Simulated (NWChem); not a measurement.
**[CF2]+ (SMILES F[C+]F) at 3 levels**

Wanted: a comparison of 3 runs (UHF/3-21G, UPBE0/def2-SVP, UPBE0/cc-pVTZ) of [CF2]+. 

The calculation is run with NWChem 7.3.0.

2 further runs of the same task are left out: 2 set aside as unsound or not needed. Runs told in other sessions of the task aren't counted.

## Step 1: The system as given

The species is [CF2]+ (3 atoms), meant as a doublet with charge +1. SMILES: `F[C+]F`. Geometry: relaxed at PBE0-D4/def2-TZVP.

Bond lengths: F1–C2 1.214 Å, C2–F3 1.214 Å. Angles: F1–C2–F3 124.6°.

## Step 2: Energy and gradient at UHF/3-21G (run 1)

run.py reads:

```python
from ase import Atoms
from ase.calculators.nwchem import NWChem

molecule = Atoms(['F', 'C', 'F'], positions=[
    [0.379110, 0.972980, 0.316190],
    [0.275710, -0.221360, 0.127270],
    [-0.654830, -0.751620, -0.443470],
])

calc = NWChem(
    label='work',
    theory='scf',
    memory='2200 mb',
    basis='3-21G',
    basispar='spherical bse',
    charge=1,
    scf={'nopen': '1', 'uhf': None, 'thresh': '1e-08', 'maxiter': '80'},
)
molecule.calc = calc

forces = molecule.get_forces()
print("Total energy (eV):", round(molecule.get_potential_energy(), 6))
print("forces (eV/A):")
for s, f in zip(molecule.symbols, forces):
    print(f"{s:2s} {f[0]:10.5f} {f[1]:10.5f} {f[2]:10.5f}")
```

Started as:

```
export ASE_NWCHEM_COMMAND="nwchem PREFIX.nwi > PREFIX.nwo"
python run.py
```

The program printed:

```text
Total energy (eV): -6393.961673
forces (eV/A):
F     0.31141    2.23897    0.41888
C     1.39194   -1.11735    0.64257
F    -1.70341   -1.12162   -1.06145
```

The calculator wrote work.nwi:

```
title "work"

permanent_dir work

scratch_dir work

start work

geometry units angstrom nocenter noautosym noautoz
  F  3.7911000000000000e-01 9.7297999999999996e-01 3.1619000000000003e-01
  C  2.7571000000000001e-01 -2.2136000000000000e-01 1.2726999999999999e-01
  F  -6.5483000000000002e-01 -7.5161999999999995e-01 -4.4346999999999998e-01
end

charge 1

memory 2200 mb

basis spherical bse noprint
   * library 3-21G
end

scf
  nopen 1
  uhf
  thresh 1e-08
  maxiter 80
end

task scf gradient
```

work.nwo:

```text
Northwest Computational Chemistry Package (NWChem) 7.3.0
             --------------------------------------------------------

           Job information
           ---------------

    nwchem branch   = 7.3.0
    use scalapack   = T
    input           = work.nwi
    prefix          = work.
    data base       = work/work.db
    status          = startup
    nproc           =        1

           Memory information
           ------------------

[... 5 lines left out ...]
    hardfail = no
[... 107 lines left out ...]
 1-e energy   =    -441.467324
[... 9 lines left out ...]
 Convergence threshold     :          1.000E-08
[... 16 lines left out ...]
      One electron energy =   -450.019637285081
[... 9 lines left out ...]
          Final alpha eigenvalues
[... 219 lines left out ...]
                     UHF Final Beta Molecular Orbital Analysis
[... 237 lines left out ...]
                 ----------------------------------------
                 |  Time  |  1-e(secs)   |  2-e(secs)   |
                 ----------------------------------------
                 |  CPU   |       0.00   |       0.06   |
                 ----------------------------------------
                 |  WALL  |       0.00   |       0.06   |
                 ----------------------------------------

 Task  times  cpu:        0.4s     wall:        0.4s
 Total times  cpu:        0.4s     wall:        0.4s
```

It took 1.6 s on 1 thread of Intel Xeon Platinum 8259CL at 2.50GHz (Skylake/Cascade Lake), shared host; peak memory 0.099 GiB.

## Step 3: Energy and forces at UPBE0/def2-SVP (run 2)

calc.nw reads:

```
start calc
memory stack 880 mb heap 220 mb global 1100 mb
charge 1
geometry units angstroms noautosym nocenter noautoz
F        0.379110       0.972980       0.316190
C        0.275710      -0.221360       0.127270
F       -0.654830      -0.751620      -0.443470
end
basis "ao basis" spherical bse
* library def2-SVP
end
dft
xc pbe0
mult 2
grid xfine
convergence energy 1e-08
iterations 100
mulliken
end
task dft gradient
```

Started as:

```
nwchem calc.nw > calc.out
```

The program printed:

```text
[...]
          Wavefunction type:  spin polarized.
          No. of atoms     :     3
          No. of electrons :    23
[...]
          Charge           :     1
          Spin multiplicity:     2
[...]
          AO basis - number of functions:    42
[...]
              XC Information
              --------------
                         PBE0 Method XC Functional
                     Hartree-Fock (Exact) Exchange  0.250
          PerdewBurkeErnzerhof Exchange Functional  0.750
            Perdew 1991 LDA Correlation Functional  1.000 local
           PerdewBurkeErnz. Correlation Functional  1.000 non-local
[...]
 d= 0,ls=0.0,diis     1   -236.6425106449 -3.04D+02  2.17D-02  6.49D-01     0.9
[...]
 d= 0,ls=0.0,diis     9   -236.8750429577 -7.50D-09  1.97D-06  1.41D-08     7.3
[...]
         Total DFT energy =     -236.875042957705
      One electron energy =     -452.109563432841
           Coulomb energy =      173.866769070288
    Exchange-Corr. energy =      -25.665510143969
 Nuclear repulsion energy =       67.033261548817
[...]
      <S2> =      0.7531 (Exact =     0.7500)
[...]
  wavefunction    = open shell
                         DFT ENERGY GRADIENTS
    atom               coordinates                        gradient
                 x          y          z           x          y          z
   1 F       0.716414   1.838666   0.597512    0.000356   0.002199   0.000439
   2 C       0.521016  -0.418310   0.240505    0.001285  -0.001051   0.000591
   3 F      -1.237449  -1.420356  -0.838037   -0.001641  -0.001147  -0.001030
[...]
```

It took 9.3 s on 1 thread of Intel Xeon Platinum 8259CL at 2.50GHz (Skylake/Cascade Lake), shared host; peak memory 0.12 GiB.

## Step 4: Energy and gradient at UPBE0/cc-pVTZ (run 3)

run.py reads:

```python
from ase import Atoms
from ase.calculators.nwchem import NWChem

mol = Atoms(['F', 'C', 'F'], positions=[
    [0.379110, 0.972980, 0.316190],
    [0.275710, -0.221360, 0.127270],
    [-0.654830, -0.751620, -0.443470],
])

calc = NWChem(
    label='cf2',
    theory='dft',
    memory='2200 mb',
    basis='cc-pVTZ',
    basispar='spherical bse',
    charge=1,
    dft={'xc': 'pbe0', 'mult': '2', 'grid': 'fine', 'convergence': 'energy 1e-08', 'iterations': '100', 'mulliken': None},
)
mol.calc = calc

forces = mol.get_forces()
print(f"energy = {mol.get_potential_energy():.6f} eV")
print("forces (eV/A):")
for s, f in zip(mol.symbols, forces):
    print(f"{s:2s} {f[0]:10.5f} {f[1]:10.5f} {f[2]:10.5f}")
```

Started as:

```
export ASE_NWCHEM_COMMAND="nwchem PREFIX.nwi > PREFIX.nwo"
python run.py
```

The program printed:

```text
energy = -6453.178743 eV
forces (eV/A):
F     0.00550    0.02309    0.00555
C     0.01152   -0.00895    0.00535
F    -0.01697   -0.01414   -0.01090
```

The calculator wrote cf2.nwi:

```
title "cf2"

permanent_dir cf2

scratch_dir cf2

start cf2

geometry units angstrom nocenter noautosym noautoz
  F  3.7911000000000000e-01 9.7297999999999996e-01 3.1619000000000003e-01
  C  2.7571000000000001e-01 -2.2136000000000000e-01 1.2726999999999999e-01
  F  -6.5483000000000002e-01 -7.5161999999999995e-01 -4.4346999999999998e-01
end

charge 1

memory 2200 mb

basis spherical bse noprint
   * library cc-pVTZ
end

dft
  xc pbe0
  mult 2
  grid fine
  convergence energy 1e-08
  iterations 100
  mulliken
end

task dft gradient
```

cf2.nwo:

```text
Northwest Computational Chemistry Package (NWChem) 7.3.0
             --------------------------------------------------------

           Job information
           ---------------

    nwchem branch   = 7.3.0
    use scalapack   = T
    input           = cf2.nwi
    prefix          = cf2.
    data base       = cf2/cf2.db
    status          = startup
    nproc           =        1

           Memory information
           ------------------

[... 5 lines left out ...]
    hardfail = no
[... 102 lines left out ...]
          Convergence on energy requested:  1.00D-08
[... 27 lines left out ...]
          total energy or number of iterations.
[... 80 lines left out ...]
      One electron energy =     -452.662994952240
[... 1397 lines left out ...]
          Convergence on energy requested:  1.00D-08
[... 27 lines left out ...]
          total energy or number of iterations.
[... 34 lines left out ...]
                 ----------------------------------------
                 |  Time  |  1-e(secs)   |  2-e(secs)   |
                 ----------------------------------------
                 |  CPU   |       0.01   |       7.20   |
                 ----------------------------------------
                 |  WALL  |       0.01   |       7.20   |
                 ----------------------------------------

 Task  times  cpu:       30.3s     wall:       30.3s
 Total times  cpu:       30.3s     wall:       30.3s
```

Wall time 32 s (1 thread of Intel Xeon Platinum 8259CL at 2.50GHz (Skylake/Cascade Lake), shared host); peak memory 0.12 GiB.

## Step 5: Overview of the runs

```csv
run,level,iteration cap,module,energy (Eh),HOMO energy (eV),LUMO energy (eV),⟨S²⟩,wall time
1,UHF/3-21G,80,scf,-234.973759,-24.86,-8.38,0.756,1.6 s
2,UPBE0/def2-SVP,100,dft,-236.875043,-19.20,-13.04,0.753,9.3 s
3,UPBE0/cc-pVTZ,100,dft,-237.149947,-19.13,-12.98,0.753,32 s
```

## Step 6: What came out

| quantity | value |
| --- | --- |
| run 3: total energy | -237.14995 Eh |
| run 3: HOMO energy (highest over α and β) | -19.13 eV |
| run 3: LUMO energy (lowest over α and β) | -12.98 eV |
| run 3: ⟨S²⟩ | 0.753 |
| run 3: largest force on an atom | 0.025 eV/Å |

All runs together took 43 s, the longest 32 s.
